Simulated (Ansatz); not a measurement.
The inner images of a band of AlH3O + H3P (9 atoms, charge 0, multiplicity 1) are given out of order.

Theory: RKS B3LYP-D4/6-31G* (Ansatz 0.2.0).

First end point:

```xyz
9
Properties=species:S:1:pos:R:3
Al 0.170 -0.150 0.209
O -0.277 -0.784 1.743
H -1.213 -0.900 1.948
H 1.720 -0.054 -0.074
H -0.958 0.209 -0.851
P 0.292 3.222 1.442
H 1.565 2.696 1.081
H -0.328 2.828 0.220
H -0.102 2.043 2.138
```

Last end point:

```xyz
9
Properties=species:S:1:pos:R:3
Al 0.355 0.495 0.212
O -0.358 -0.259 1.979
H -1.241 -0.654 1.880
H 1.747 -0.252 0.041
H -0.912 0.093 -0.677
P 0.380 2.706 1.090
H 1.672 3.124 0.673
H -0.331 3.372 0.055
H -0.445 0.487 2.603
```

Q: Put them in order from the first end to the last, with their energies above the first end.
A.
```xyz
9
Properties=species:S:1:pos:R:3
Al 0.363 0.415 0.197
O -0.316 -0.184 1.936
H -1.228 -0.522 1.970
H 1.858 -0.062 -0.005
H -0.797 0.189 -0.870
P 0.158 2.634 1.359
H 1.536 2.784 1.082
H -0.369 3.012 0.104
H -0.337 0.845 2.083
```
B.
```xyz
9
Properties=species:S:1:pos:R:3
Al 0.373 0.323 0.226
O -0.265 -0.236 1.881
H -1.170 -0.589 1.924
H 1.917 0.058 0.016
H -0.730 0.196 -0.908
P 0.045 2.676 1.472
H 1.426 2.753 1.153
H -0.453 2.887 0.156
H -0.274 1.043 1.937
```
C.
```xyz
9
Properties=species:S:1:pos:R:3
Al 0.324 0.170 0.248
O -0.249 -0.375 1.831
H -1.187 -0.587 1.933
H 1.882 0.054 0.004
H -0.763 0.231 -0.905
P 0.063 2.764 1.528
H 1.434 2.687 1.152
H -0.436 2.836 0.192
H -0.201 1.332 1.874
```
D.
```xyz
9
Properties=species:S:1:pos:R:3
Al 0.218 -0.115 0.211
O -0.260 -0.682 1.763
H -1.199 -0.717 1.987
H 1.772 -0.084 -0.065
H -0.890 0.244 -0.869
P 0.225 3.099 1.505
H 1.513 2.676 1.074
H -0.383 2.876 0.236
H -0.127 1.815 2.014
```
E.
```xyz
9
Properties=species:S:1:pos:R:3
Al 0.272 -0.005 0.233
O -0.242 -0.546 1.795
H -1.191 -0.603 1.968
H 1.831 0.017 -0.020
H -0.821 0.245 -0.890
P 0.127 2.935 1.532
H 1.461 2.664 1.118
H -0.416 2.823 0.218
H -0.152 1.582 1.903
```
F.
```xyz
9
Properties=species:S:1:pos:R:3
Al 0.343 0.459 0.167
O -0.335 -0.227 1.974
H -1.228 -0.611 1.961
H 1.754 -0.243 -0.037
H -0.915 0.103 -0.751
P 0.307 2.634 1.138
H 1.643 3.036 0.886
H -0.299 3.333 0.063
H -0.402 0.626 2.457
```
G.
```xyz
9
Properties=species:S:1:pos:R:3
Al 0.352 0.448 0.172
O -0.340 -0.206 1.960
H -1.251 -0.543 1.984
H 1.801 -0.162 -0.037
H -0.862 0.163 -0.823
P 0.248 2.601 1.241
H 1.612 2.893 1.003
H -0.314 3.183 0.081
H -0.378 0.734 2.275
```

A: D (+0.3 kcal/mol), E (+2.4 kcal/mol), C (+11.5 kcal/mol), B (+23.2 kcal/mol), A (+14.8 kcal/mol), G (+7.0 kcal/mol), F (+3.4 kcal/mol).

Run time: 5 min on 1 thread of Arm Neoverse V2, with other jobs on the host, peak memory 0.12 GiB.
